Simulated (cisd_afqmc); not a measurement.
Input (AFQMC/CISD/cc-pVDZ; cisd_afqmc is a phaseless AFQMC code with CISD trial states that reads the integrals written by Ansatz):

Ansatz 0.2 input:
```python
import cisd_afqmc

open("ham.yaml", "w").write("""\
crystal:
  periodic: [false, false, false]
  atoms:
    - {symbol: N, position_ang: [-1.06982456, 0.19432481, 0.10751561]}
    - {symbol: C, position_ang: [0.27236482, 0.31364903, -0.04785169]}
    - {symbol: O, position_ang: [1.05073957, -0.61125117, -0.08188813]}
    - {symbol: H, position_ang: [-1.47667232, -0.72197082, 0.20424856]}
    - {symbol: H, position_ang: [-1.66665171, 1.00198025, 0.12805940]}
    - {symbol: H, position_ang: [0.59199044, 1.36783209, -0.14270205]}
basis:
  gaussian:
    orbitals: cc-pVDZ
magnetization: {spin_polarized: false}
correlation: {method: ccsd, electrons: outside_noble_gas, hamiltonian_folder: ham}
""")
rep = cisd_afqmc.ansatz("ham.yaml")
e_ccsd = rep["correlation"]["coupled_cluster"]["energy"]["hartree"]
out = cisd_afqmc.run("ham", e_ccsd, trial="CISD", walkers=2000, populations=1, threads=12, dt=0.005, steps=40, early=24, settle=10, least=100,
    cut=5e-5, rank_cut=2e-4, target=0.0004, seconds=1000, seed=4, memory=62639, gpu=True)
```

Output:

```
orbitals 54, occupied [9], factors 316 of 522, rank of the doubles 200 of 405
E(HF) = -168.948197
E(CCSD) on the cut factors = -169.449079, shift to the whole factors -0.000010
Energy of the trial state on the determinant = -169.449084
  tau behind 7.2 of longer steps, mean of the populations' last blocks
   2.0  -169.46669
   4.0  -169.46705
   6.0  -169.46549
   8.0  -169.46847
  10.0  -169.46708
  12.0  -169.46544
  14.0  -169.46768
  16.0  -169.46652
  18.0  -169.46712
  20.0  -169.46472
  22.0  -169.46807
blocks 100 (0 outliers left out), error by blocks joined: 1: 0.00020, 2: 0.00026, 4: 0.00028, 8: 0.00034
E(AFQMC/CISD) = -169.46676 +/- 0.00034
```
